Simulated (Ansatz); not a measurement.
# AlC⁺, triplet in cc-pVDZ: errors against full CI

Geometry: that of the AlC, quartet, kept fixed.

```xyz
2

Al    0.0000    0.0000    0.0000
C     0.0000    0.0000    1.9668
```

Basis cc-pVDZ; Ansatz 0.2.0. Correlated methods freeze the noble-gas cores, which leaves 6 electrons in 26 orbitals. Prefix R: restricted or restricted open-shell reference; prefix U: unrestricted. Active spaces: valence = (6e, 8o) chosen from the atoms' valence shells.

Full CI is exact within this basis and frozen core; it isn't the basis-set limit. The frozen core follows each run's orbitals, which can shift R against U totals by a few meV.

Unrestricted rows (U) aren't spin-pure: their determinants' ⟨S²⟩ exceeds S(S+1) by up to 0.79, so they mix in states of higher spin. For open shells CISD and CISDTQ are restricted-active-space CI with the open shells as a complete middle space.

The UHF ⟨S²⟩ is 2.790. The T1 diagnostic (RCCSD) is 0.0903. The largest doubles amplitude (RCCSD) is 0.223 and the T1 diagnostic (UCCSD) is 0.0792.

```json
{"level": "RHF", "E − E(full CI) (kJ/mol)": "422.7", "share of correlation (%)": "0.00", "wall time": "–"}
{"level": "UHF", "E − E(full CI) (kJ/mol)": "312.2", "share of correlation (%)": "26.14", "wall time": "–"}
{"level": "RMP2", "E − E(full CI) (kJ/mol)": "134.0", "share of correlation (%)": "68.30", "wall time": "–"}
{"level": "UMP2", "E − E(full CI) (kJ/mol)": "106.7", "share of correlation (%)": "74.76", "wall time": "–"}
{"level": "CISD", "E − E(full CI) (kJ/mol)": "47.4", "share of correlation (%)": "88.79", "wall time": "0.93 s"}
{"level": "RCCSD", "E − E(full CI) (kJ/mol)": "26.8", "share of correlation (%)": "93.66", "wall time": "–"}
{"level": "UCCSD", "E − E(full CI) (kJ/mol)": "26.4", "share of correlation (%)": "93.75", "wall time": "–"}
{"level": "RCCSD(T)", "E − E(full CI) (kJ/mol)": "7.6", "share of correlation (%)": "98.20", "wall time": "2.8 s"}
{"level": "UCCSD(T)", "E − E(full CI) (kJ/mol)": "11.8", "share of correlation (%)": "97.21", "wall time": "3 s"}
{"level": "BCCD(T)", "E − E(full CI) (kJ/mol)": "9.4", "share of correlation (%)": "97.77", "wall time": "2.5 s"}
{"level": "RCCSDT", "E − E(full CI) (kJ/mol)": "1.4", "share of correlation (%)": "99.66", "wall time": "–"}
{"level": "UCCSDT", "E − E(full CI) (kJ/mol)": "1.6", "share of correlation (%)": "99.62", "wall time": "–"}
{"level": "CISDTQ", "E − E(full CI) (kJ/mol)": "0.8", "share of correlation (%)": "99.82", "wall time": "5.5 s"}
{"level": "RCCSDT(Q)", "E − E(full CI) (kJ/mol)": "0.1", "share of correlation (%)": "99.97", "wall time": "6 s"}
{"level": "UCCSDT(Q)", "E − E(full CI) (kJ/mol)": "-0.3", "share of correlation (%)": "100.06", "wall time": "6.5 s"}
{"level": "CASSCF (valence space)", "E − E(full CI) (kJ/mol)": "166.3", "share of correlation (%)": "60.66", "wall time": "–"}
{"level": "NEVPT2 (valence space)", "E − E(full CI) (kJ/mol)": "38.6", "share of correlation (%)": "90.86", "wall time": "2.7 s"}
{"level": "MRCISD (valence space)", "E − E(full CI) (kJ/mol)": "7.1", "share of correlation (%)": "98.31", "wall time": "–"}
{"level": "MRCISD+Q (valence space)", "E − E(full CI) (kJ/mol)": "1.5", "share of correlation (%)": "99.64", "wall time": "3.4 s"}
{"level": "MRCISD+Q(relaxed) (valence space)", "E − E(full CI) (kJ/mol)": "-2.1", "share of correlation (%)": "100.50", "wall time": "3.8 s"}
```

The correlation energy at full CI, counted from RHF, is -4.381 eV. That run took 15 s on 1 thread of Arm Neoverse V2, shared host over 1,689,344 determinants.

Times hold each run's SCF and search for its determinant on a shared host, so for small cases they say little of a method's own cost; they ran on 1 thread of Arm Neoverse V2.

More than 5 meV below full CI, which no variational method can be: MRCISD+Q(relaxed) (valence space).

The full-CI state has the irrep A2 of C2v, in the program's axes (one component, if the state is degenerate).

Natural occupations of full CI about the gap: 1.946 1.716 0.977 0.977 0.247 0.035 0.035 0.021 0.005 0.005; effectively unpaired electrons, Σ n²(2−n)², 2.45.
